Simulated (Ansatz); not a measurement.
# SiCl2 (SMILES Cl[Si]Cl): levels of theory compared

Aim: a comparison of 6 runs (B2PLYP/STO-3G, BLYP/STO-3G, UPBE/STO-3G, wB97X/STO-3G, BCCD(T)/STO-3G, CCSDTQ/STO-3G) of SiCl2. 

Program for the calculation: Ansatz 0.2.0.

39 further runs of the same task are left out: 5 that didn't finish, 34 set aside as unsound or not needed.

### Step 1. The system as given

The species is SiCl2 (3 atoms), meant as a singlet with charge 0. As SMILES, `Cl[Si]Cl`. The Si2–Cl1 distance was set to 4.155 Å, away from the relaxed value. At this shape a bond of the SMILES string is far longer than usual.

Bond lengths: Si2–Cl3 2.077 Å.

### Step 2. The energy at B2PLYP/STO-3G (run 1)

File input.yaml:

```yaml
crystal:
  periodic: [false, false, false]
  atoms:
    - {symbol: Cl, position_ang: [1.357712, 3.218019, 1.098009]}
    - {symbol: Si, position_ang: [-0.770100, -0.010400, -0.422000]}
    - {symbol: Cl, position_ang: [0.476300, -1.593400, 0.084000]}
basis:
  gaussian:
    orbitals: STO-3G
hamiltonian:
  xc: {name: B2PLYP}
total_charge: 0
accuracy: high
correlation:
  frozen_orbitals: {Cl: 5, Si: 5}
magnetization:
  spin_polarized: false
  initial_magnetization: 0
```

Run with:

```bash
$ ansatz run input.yaml --threads 1 --pin off --max-ram 2610MiB --events-out events.jsonl --progress --plain --runs-dir runs
```

The program printed:

```text
Warning: RAYON_NUM_THREADS=1 ignored (pool sized by the plan → 1); use --threads N
Functional definition: B2PLYP
  name "B2PLYP"
  parameter a = 0.53
  parameter c = 0.27
  exchange = (1 - a)*b88_x + a*exact_x
  correlation = (1 - c)*lyp_c + c*(mp2_os + mp2_ss)
440 factors; integrals over basis functions are off by at most 1.5e-8 eV
mean field evaluation 1: about -32538.4428 eV, gradient 1.8e1 eV
mean field evaluation 2: about -32538.4541 eV, gradient 1.8e1 eV
mean field evaluation 4: about -32540.1914 eV, gradient 9.5e0 eV
mean field evaluation 8: about -32439.9592 eV, gradient 2.6e1 eV
mean field evaluation 16: about -32542.2612 eV, gradient 5.6e-4 eV
mean field evaluation 32: about -32542.2396 eV, gradient 2.5e-1 eV
mean field evaluation 64: about -32431.7197 eV, gradient 1.6e1 eV
mean field -32542.26117896 eV, -1195.9060403899 hartree, gradient 2.0e-8 eV, S^2 0.000000; 6 other end points of the search recorded, 0 dependent functions left out; unrestricted orbitals would lower it
15 core orbitals not correlated: weight in the atoms' cores, before any rotation towards them, 1.000 or more for the frozen orbitals, at most 0.000 for the correlated occupied ones
reference -32542.26119928 eV, -1195.9060411366 hartree; 9, 9 occupied and 3, 3 virtual orbitals, 440 factors
second order -4.46515741 eV of doubles, -0.00000000 eV of singles
Total energy: -32543.46679178 eV, -1195.9503458438 hartree
```

Run time: 2.8 s. Hardware: 1 thread of Arm Neoverse V1, shared host; peak memory 0.1 GiB.

### Step 3. The energy at BLYP/STO-3G (run 2)

File molecule.yaml:

```yaml
crystal:
  periodic: [false, false, false]
  atoms:
    - {symbol: Cl, position_ang: [1.357712, 3.218019, 1.098009]}
    - {symbol: Si, position_ang: [-0.770100, -0.010400, -0.422000]}
    - {symbol: Cl, position_ang: [0.476300, -1.593400, 0.084000]}
basis:
  gaussian: {orbitals: STO-3G}
total_charge: 0
hamiltonian: {xc: {name: BLYP}}
accuracy: high
```

Run with:

```bash
$ ansatz run molecule.yaml --threads 1 --pin off --max-ram 2610MiB --events-out events.jsonl --progress --plain --runs-dir runs
```

The program printed:

```text
Warning: RAYON_NUM_THREADS=1 ignored (pool sized by the plan → 1); use --threads N
Functional definition: BLYP
  name "BLYP"
  parameter beta = 0.0042
  parameter a = 0.04918
  parameter b = 0.132
  parameter c = 0.2533
  parameter d = 0.349
  exchange = b88_x(beta = beta)
  correlation = lyp_c(a = a, b = b, c = c, d = d)
440 factors; integrals over basis functions are off by at most 1.5e-8 eV
mean field evaluation 1: about -32546.8511 eV, gradient 2.1e1 eV
mean field evaluation 2: about -32287.0955 eV, gradient 2.6e1 eV
mean field evaluation 4: about -32547.9876 eV, gradient 1.9e1 eV
mean field evaluation 8: about -32550.1648 eV, gradient 1.1e1 eV
mean field evaluation 16: about -32552.7945 eV, gradient 1.3e-3 eV
mean field evaluation 32: about -32527.0046 eV, gradient 4.0e1 eV
mean field evaluation 64: about -32552.6262 eV, gradient 2.2e0 eV
mean field -32552.79449376 eV, -1196.2931325691 hartree, gradient 9.4e-9 eV, S^2 0.000000; 4 other end points of the search recorded, 0 dependent functions left out
reference -32552.79453661 eV, -1196.2931341438 hartree; 24, 24 occupied and 3, 3 virtual orbitals, 440 factors
Total energy: -32552.79453661 eV, -1196.2931341438 hartree
```

Run time: 2.1 s. Hardware: 1 thread of Arm Neoverse V1, shared host; peak memory 0.098 GiB.

Runs 3 to 5 aren't shown in full; the table further down has their settings and results.

### Step 4. The energy at CCSDTQ/STO-3G (run 6)

File input.yaml:

```yaml
crystal:
  periodic: [false, false, false]
  atoms:
    - {symbol: Cl, position_ang: [1.357712, 3.218019, 1.098009]}
    - {symbol: Si, position_ang: [-0.770100, -0.010400, -0.422000]}
    - {symbol: Cl, position_ang: [0.476300, -1.593400, 0.084000]}
basis:
  gaussian: {orbitals: STO-3G}
accuracy: high
scf: {omitted_lower_state_checks: [cluster_reference, increment]}
correlation: {method: ccsdtq, frozen_orbitals: {Cl: 5, Si: 5}}
```

Run with:

```bash
$ ansatz run input.yaml --threads 1 --pin off --max-ram 2610MiB --events-out events.jsonl --progress --plain --runs-dir runs
```

The program printed:

```text
Warning: RAYON_NUM_THREADS=1 ignored (pool sized by the plan → 1); use --threads N
[... 13 lines left out ...]
15 core orbitals not correlated: weight in the atoms' cores, before any rotation towards them, 1.000 or more for the frozen orbitals, at most 0.000 for the correlated occupied ones
[... 264 lines left out ...]
WARN: these amplitudes may be one of several solutions (largest doubles amplitude 1.31, level shift 14.67 eV)
Total energy: -32510.51212329 eV, -1194.7392841143 hartree
Checks for a lower state left out: cluster_reference, increment
```

Wall time 32 s (1 thread of Arm Neoverse V1, shared host); peak memory 0.49 GiB.

### Step 5. Overview of the runs

```csv
run,level,frozen core orbitals,energy (Eh),wall time
1,B2PLYP/STO-3G,15,-1195.950346,2.8 s
2,BLYP/STO-3G,–,-1196.293134,2.1 s
3,UPBE/STO-3G,–,-1195.862560,15 s
4,wB97X/STO-3G,–,-1196.373279,8.1 s
5,BCCD(T)/STO-3G,15,-1194.739863,0.54 s
6,CCSDTQ/STO-3G,15,-1194.739284,32 s
```

### Step 6. Summary of results

| quantity | value |
| --- | --- |
| run 6: total energy | -1194.73928 Eh |
| run 6: correlation energy (15 core orbitals frozen) | -118.3 mEh |
| run 6: T1 diagnostic | 0.209 |

Totals of different functionals can't be ranked against each other. In runs 1, 5, 6 the log says that unrestricted orbitals would lower the reference, so the values rest on an unstable closed-shell determinant (other closed-shell runs at this shape may share the fault). In runs 1, 2, 3, 4, 5, 6 the basis is minimal, so the values are rough. In runs 1, 2, 4 a closed-shell determinant meets a far-stretched bond, which it describes badly. Spin contamination of the reference: run 3 ⟨S²⟩ = 0.53. All runs together took 60 s, the longest 32 s.
